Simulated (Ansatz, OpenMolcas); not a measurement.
**Predicting a hybrid from its neighbours: [NO2]+**

[NO2]+ has 3 atoms, charge +1, and is taken as a singlet. SMILES: `O=[N+]=O`. The shape is that of a PBE0-D4/def2-TZVP optimisation.

The vertical energy of the triplet above the singlet y, in eV, basis def2-TZVPPD; a is the functional's share of exact exchange. Programs: Ansatz 0.2.0, OpenMolcas 26.06.

| functional | program | a | y (eV) |
| --- | --- | --- | --- |
| TPSS | OpenMolcas | 0 | 6.37 |
| r2SCAN | Ansatz | 0 | 6.30 |
| B3LYP | OpenMolcas | 0.2 | 6.17 |
| r2SCAN0 | Ansatz | 0.25 | 5.91 |
| PBE0 | Ansatz | 0.25 | ? |
| BHLYP | Ansatz | 0.5 | 5.63 |

Question: Fit y = c + s·a to the known rows and predict PBE0.

Answer: 
1. Means of the 5 rows: a = 0.1900, y = 6.076.
2. Σ(Δa)² = 0.172, Σ(Δa·Δy) = -0.2457, so the slope is -0.2457/0.172 = -1.4285.
3. Intercept: 6.076 − (-1.4285) × 0.1900 = 6.347. The largest residual of the fit is 0.11.
4. PBE0: 6.347 + (-1.4285) × 0.25 = 5.99 eV.

The run gave 6.13 eV, so the prediction is off by -0.14 eV, about the largest residual. Exact exchange favours the state with more unpaired electrons.
